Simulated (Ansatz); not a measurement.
Si(SiH3)2H2 (Si₃H₈). The state is a singlet with charge 0. Geometry PBE0-D4/def2-SVP, basis def2-TZVP, Ansatz.

| run | HOMO (eV) | LUMO (eV) |
| --- | --- | --- |
| A | -7.20 | -0.82 |
| B | -7.80 | -0.38 |
| C | -6.95 | -1.05 |
| D | -10.22 | 1.78 |
| E | -8.01 | -0.24 |
| F | -9.24 | 0.84 |

B3LYP takes the VWN-RPA correlation.

Problem. The runs used B3LYP, CAM-B3LYP, PBE, PBE0, r2SCAN, ωB97X-V. Estimate which is which.

Solution. A r2SCAN (0 % exact exchange); B B3LYP (20 % exact exchange); C PBE (0 % exact exchange); D ωB97X-V (range-separated); E PBE0 (25 % exact exchange); F CAM-B3LYP (range-separated). Exact exchange lowers occupied and raises empty levels; among semilocal functionals meta-GGAs tend to open the gap a little, and such runs are hard to tell apart. The gap grows from 5.90 eV (PBE) to 12.00 eV (ωB97X-V).
